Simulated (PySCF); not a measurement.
**[HO2]− (SMILES [O-]O) at B3LYP/6-31G(d) (spherical functions)**

What is the energy change on altering one bond length of [HO2]− at B3LYP/6-31G* (spherical functions)? Input form: a Python script.

Program for the calculation: PySCF 2.14.0.

4 further runs of the same task are left out: 4 set aside as unsound or not needed.

### 1 The system as given

[HO2]− has 3 atoms, charge -1, and is taken as a singlet. As SMILES, `[O-]O`. Geometry: relaxed at GFN2-xTB.

Bond lengths: O1–O2 1.458 Å, O2–H3 0.963 Å. Angles: O1–O2–H3 100.3°.

### 2 A single-point energy at B3LYP/6-31G(d) (spherical functions)

File input.py:

```python
from pyscf import gto, dft

mol = gto.M(
    atom=[
    ('O', (-0.355040, 1.013280, -0.080710)),
    ('O', (-0.244450, -0.436620, -0.180910)),
    ('H', (0.599490, -0.576670, 0.261620)),
],
    spin=0,
    basis='6-31g*',
    charge=-1,
    max_memory=1860,
    verbose=4,
)

ks = dft.RKS(mol)
ks.xc = 'b3lyp'
ks.conv_tol = 1e-10
ks.grids.level = 5
ks.kernel()
if not ks.converged:
    ks = ks.newton().run(ks.mo_coeff, ks.mo_occ)

etot = ks.e_tot
print(f'total energy: {etot:.8f} hartree')
```

On the command line:

```sh
OMP_NUM_THREADS=1 python input.py
```

The log of the run:

```text
PySCF version 2.14.0

[INPUT] num. atoms = 3
[INPUT] num. electrons = 18
[INPUT] charge = -1
[INPUT] spin (= nelec alpha-beta = 2S) = 0
[INPUT] symmetry False subgroup None
[INPUT] Mole.unit = angstrom
[INPUT] Symbol           X                Y                Z      unit          X                Y                Z       unit  Magmom
[INPUT]  1 O     -0.355040000000   1.013280000000  -0.080710000000 AA   -0.670928363266   1.914821687499  -0.152519795514 Bohr   0.0
[INPUT]  2 O     -0.244450000000  -0.436620000000  -0.180910000000 AA   -0.461943551150  -0.825092220508  -0.341870353195 Bohr   0.0
[INPUT]  3 H      0.599490000000  -0.576670000000   0.261620000000 AA    1.132871914416  -1.089748364253   0.494390148709 Bohr   0.0

nuclear repulsion = 29.8758653567983
number of shells = 14
number of NR pGTOs = 58
number of NR cGTOs = 30
basis = 6-31g*
ecp = {}

******** <class 'pyscf.dft.rks.RKS'> ********
method = RKS
initial guess = minao
damping factor = 0
level_shift factor = 0
DIIS = <class 'pyscf.scf.diis.CDIIS'>
diis_start_cycle = 1
diis_space = 8
diis_damp = 0
SCF conv_tol = 1e-10
SCF conv_tol_grad = None
SCF max_cycles = 50
direct_scf = True
direct_scf_tol = 1e-13
XC library pyscf.dft.libxc version 7.0.0
    S. Lehtola, C. Steigemann, M. J.T. Oliveira, and M. A.L. Marques.,  SoftwareX 7, 1–5 (2018)
XC functionals = b3lyp
    P. J. Stephens, F. J. Devlin, C. F. Chabalowski, and M. J. Frisch.,  J. Phys. Chem. 98, 11623 (1994)
radial grids:
    Treutler-Ahlrichs [JCP 102, 346 (1995); DOI:10.1063/1.469408] (M4) radial grids

becke partition: Becke, JCP 88, 2547 (1988); DOI:10.1063/1.454033
pruning grids: <function nwchem_prune>
grids dens level: 5
symmetrized grids: False
atomic radii adjust function: <function treutler_atomic_radii_adjust>
small_rho_cutoff = 0
Set gradient conv threshold to 1e-05
Initial guess from minao.
tot grids = 109496
init E= -150.842515358458
  HOMO = -0.308674396177048  LUMO = -0.0877461971447748  gap/eV = 6.01176
cycle= 1 E= -150.740811327259  delta_E= 0.102  |g|= 0.819  |ddm|= 1.68
  HOMO = 0.339151258225772  LUMO = 0.341061132875972  gap/eV = 0.05197
cycle= 2 E= -150.62751528082  delta_E= 0.113  |g|= 1.09  |ddm|= 2.25
  HOMO = 0.142058488876901  LUMO = 0.336056074689564  gap/eV = 5.27894
cycle= 3 E= -150.876501102059  delta_E= -0.249  |g|= 0.146  |ddm|= 1.68
  HOMO = 0.149748775538264  LUMO = 0.328794373381785  gap/eV = 4.87208
cycle= 4 E= -150.878968117925  delta_E= -0.00247  |g|= 0.0967  |ddm|= 0.151
  HOMO = 0.151534341392567  LUMO = 0.333187401660548  gap/eV = 4.94303
cycle= 5 E= -150.88066369619  delta_E= -0.0017  |g|= 0.00873  |ddm|= 0.0644
  HOMO = 0.151136836835385  LUMO = 0.333583024010803  gap/eV = 4.96461
cycle= 6 E= -150.880681304122  delta_E= -1.76e-05  |g|= 0.00187  |ddm|= 0.013
  HOMO = 0.150938645818214  LUMO = 0.333760387206786  gap/eV = 4.97483
cycle= 7 E= -150.880682455724  delta_E= -1.15e-06  |g|= 0.000227  |ddm|= 0.0047
  HOMO = 0.150942823984529  LUMO = 0.333727199995042  gap/eV = 4.97382
cycle= 8 E= -150.880682487871  delta_E= -3.21e-08  |g|= 5.79e-05  |ddm|= 0.00102
  HOMO = 0.150948613093582  LUMO = 0.333731559325577  gap/eV = 4.97378
cycle= 9 E= -150.88068248932  delta_E= -1.45e-09  |g|= 7.97e-06  |ddm|= 0.00021
  HOMO = 0.150949759525025  LUMO = 0.333730333665652  gap/eV = 4.97371
cycle= 10 E= -150.880682489348  delta_E= -2.79e-11  |g|= 1.91e-06  |ddm|= 2.19e-05
  HOMO = 0.150950062809575  LUMO = 0.333730509178714  gap/eV = 4.97371
Extra cycle  E= -150.880682489348  delta_E= -1.71e-13  |g|= 2.68e-06  |ddm|= 3.64e-06
converged SCF energy = -150.880682489348
total energy: -150.88068249 hartree
```

Run time: 2 s. Hardware: 1 thread of Intel Xeon 6975P-C (Granite Rapids), shared host; peak memory 0.2 GiB.

### 3 The distorted shape

File run.py:

```python
from pyscf import gto, dft

mol = gto.M(
    atom='O -0.388215 1.448223 -0.050652; O -0.244450 -0.436620 -0.180910; H 0.599490 -0.576670 0.261620',
    basis='6-31g*',
    charge=-1,
    verbose=4,
    max_memory=1860,
    spin=0,
)

calc0 = dft.RKS(mol, xc='b3lyp')
calc0.grids.level = 5
calc0.conv_tol = 1e-10
calc0.kernel()
if not calc0.converged:
    calc0 = calc0.newton().run(calc0.mo_coeff, calc0.mo_occ)

e_final = calc0.e_tot
print('Final energy', e_final)
```

On the command line:

```sh
OMP_NUM_THREADS=1 python run.py
```

The log of the run:

```text
PySCF version 2.14.0

[INPUT] num. atoms = 3
[INPUT] num. electrons = 18
[INPUT] charge = -1
[INPUT] spin (= nelec alpha-beta = 2S) = 0
[INPUT] symmetry False subgroup None
[INPUT] Mole.unit = angstrom
[INPUT] Symbol           X                Y                Z      unit          X                Y                Z       unit  Magmom
[INPUT]  1 O     -0.388215000000   1.448223000000  -0.050652000000 AA   -0.733620027448   2.736744837296  -0.095718407661 Bohr   0.0
[INPUT]  2 O     -0.244450000000  -0.436620000000  -0.180910000000 AA   -0.461943551150  -0.825092220508  -0.341870353195 Bohr   0.0
[INPUT]  3 H      0.599490000000  -0.576670000000   0.261620000000 AA    1.132871914416  -1.089748364253   0.494390148709 Bohr   0.0

nuclear repulsion = 24.1304292708338
number of shells = 14
number of NR pGTOs = 58
number of NR cGTOs = 30
basis = 6-31g*
ecp = {}

******** <class 'pyscf.dft.rks.RKS'> ********
method = RKS
initial guess = minao
damping factor = 0
level_shift factor = 0
DIIS = <class 'pyscf.scf.diis.CDIIS'>
diis_start_cycle = 1
diis_space = 8
diis_damp = 0
SCF conv_tol = 1e-10
SCF conv_tol_grad = None
SCF max_cycles = 50
direct_scf = True
direct_scf_tol = 1e-13
XC library pyscf.dft.libxc version 7.0.0
    S. Lehtola, C. Steigemann, M. J.T. Oliveira, and M. A.L. Marques.,  SoftwareX 7, 1–5 (2018)
XC functionals = b3lyp
    P. J. Stephens, F. J. Devlin, C. F. Chabalowski, and M. J. Frisch.,  J. Phys. Chem. 98, 11623 (1994)
radial grids:
    Treutler-Ahlrichs [JCP 102, 346 (1995); DOI:10.1063/1.469408] (M4) radial grids

becke partition: Becke, JCP 88, 2547 (1988); DOI:10.1063/1.454033
pruning grids: <function nwchem_prune>
grids dens level: 5
symmetrized grids: False
atomic radii adjust function: <function treutler_atomic_radii_adjust>
small_rho_cutoff = 0
Set gradient conv threshold to 1e-05
[... 1 set-up line as earlier in the session ...]
tot grids = 109496
init E= -150.592542294857
  HOMO = -0.343208883506114  LUMO = -0.264476455928793  gap/eV = 2.14242
cycle= 1 E= -150.741075318459  delta_E= -0.149  |g|= 0.721  |ddm|= 1.53
  HOMO = 0.257280741503685  LUMO = 0.321940281733597  gap/eV = 1.75948
cycle= 2 E= -150.701010506362  delta_E= 0.0401  |g|= 0.856  |ddm|= 1.24
  HOMO = 0.0771765583315407  LUMO = 0.221094447443476  gap/eV = 3.91621
cycle= 3 E= -150.840428548248  delta_E= -0.139  |g|= 0.258  |ddm|= 0.72
  HOMO = 0.0872644746779843  LUMO = 0.22197122964413  gap/eV = 3.66556
cycle= 4 E= -150.853165215142  delta_E= -0.0127  |g|= 0.0703  |ddm|= 0.203
  HOMO = 0.0813438863270379  LUMO = 0.22150556769704  gap/eV = 3.81399
cycle= 5 E= -150.854287587496  delta_E= -0.00112  |g|= 0.0072  |ddm|= 0.055
  HOMO = 0.0814099166949269  LUMO = 0.221285698693584  gap/eV = 3.80621
cycle= 6 E= -150.854300434317  delta_E= -1.28e-05  |g|= 0.000914  |ddm|= 0.00511
  HOMO = 0.0814680968876971  LUMO = 0.221312351220213  gap/eV = 3.80536
cycle= 7 E= -150.854300633391  delta_E= -1.99e-07  |g|= 0.000154  |ddm|= 0.000822
  HOMO = 0.0814561339473245  LUMO = 0.221304737714279  gap/eV = 3.80547
cycle= 8 E= -150.854300640223  delta_E= -6.83e-09  |g|= 5.02e-05  |ddm|= 0.000198
  HOMO = 0.0814508753058156  LUMO = 0.221302343873873  gap/eV = 3.80555
cycle= 9 E= -150.854300641363  delta_E= -1.14e-09  |g|= 9.75e-06  |ddm|= 0.000106
  HOMO = 0.0814516530795459  LUMO = 0.221302677654674  gap/eV = 3.80554
cycle= 10 E= -150.854300641492  delta_E= -1.29e-10  |g|= 2.13e-06  |ddm|= 5e-05
  HOMO = 0.0814518853542898  LUMO = 0.221302833411613  gap/eV = 3.80554
cycle= 11 E= -150.854300641495  delta_E= -3.61e-12  |g|= 7.46e-07  |ddm|= 8.3e-06
  HOMO = 0.0814515847381028  LUMO = 0.221302663635554  gap/eV = 3.80554
Extra cycle  E= -150.854300641494  delta_E= 1.22e-12  |g|= 2.36e-06  |ddm|= 2.09e-06
converged SCF energy = -150.854300641494
Final energy -150.85430064149412
```

It took 2.1 s on 1 thread of Intel Xeon 6975P-C (Granite Rapids), shared host; peak memory 0.2 GiB.

### 4 What came out

Level: B3LYP/6-31G* (spherical functions).

| quantity | value |
| --- | --- |
| first shape: total energy | -150.88068 Eh |
| first shape: HOMO energy | 4.11 eV |
| first shape: LUMO energy | 9.08 eV |
| first shape: HOMO–LUMO gap (to an unbound level, set by the basis) | 4.97 eV |
| distorted shape: total energy | -150.85430 Eh |
| distorted shape: HOMO energy | 2.22 eV |
| distorted shape: LUMO energy | 6.02 eV |
| distorted shape: HOMO–LUMO gap (to an unbound level, set by the basis) | 3.81 eV |
| energy change with the O1–O2 bond stretched from 1.458 to 1.895 Å | 0.718 eV |

**Reading.** With the O1–O2 bond stretched from 1.458 to 1.895 Å the energy rises by 0.72 eV (16.6 kcal/mol). The first shape isn't relaxed at this level, so the change isn't measured from a minimum. Mulliken charges (first shape) run from -0.73 on O1 to +0.31 on H3. The HOMO (first shape) lies at positive energy, 4.11 eV; only total energies tell whether the electron is bound. Mulliken charges (distorted shape) run from -0.70 on O2 to +0.32 on H3; they depend strongly on the basis. The HOMO (distorted shape) lies at positive energy, 2.22 eV; only total energies tell whether the electron is bound.
